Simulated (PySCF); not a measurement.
A made-up structure of AlHSO, closed shell:

```xyz
4
angstrom
O 0.9490 -0.8037 0.4421
Al -0.7459 -1.3286 0.7946
S -0.0864 0.3865 -0.2219
H -0.1082 1.5620 -0.9055
```

It is relaxed with PBE-D4/def2-SVP and then PBE0-D4/def2-TZVP (PySCF 2.14 with density fitting (its default auxiliary sets; JK sets also for MP2 and CCSD(T))). Atoms count as bonded within 1.22 times the sum of their covalent radii (H–H: 0.88 Å). The end point is not checked to be a true minimum.

Does its bonding change? (A judgement: the text doesn't fix the answer.)

Computed: Yes. Formed: none; broken: Al2–S3.

Where it ends: The first stage lowers the energy by 2.68 eV in 20 steps. It ends as AlHSO ([Al][O][SH]):
O1  (-0.197, -0.474, 0.306)
Al2  (-0.229, -1.916, 1.203)
S3  (-0.444, 0.904, -0.526)
H4  (0.844, 1.191, -0.804)
(Å)

Labels in which every atom is bracketed show which atoms are joined, not bond orders.

For scale, one of the runs: PBE0-D4/def2-TZVP relaxation, 111 basis functions, launched by `OMP_NUM_THREADS=2 python run.py`. Hardware: 2 CPU threads of an INTEL XEON PLATINUM 8581C, shared host. Wall time 23 s; peak host memory 1.1 GiB.
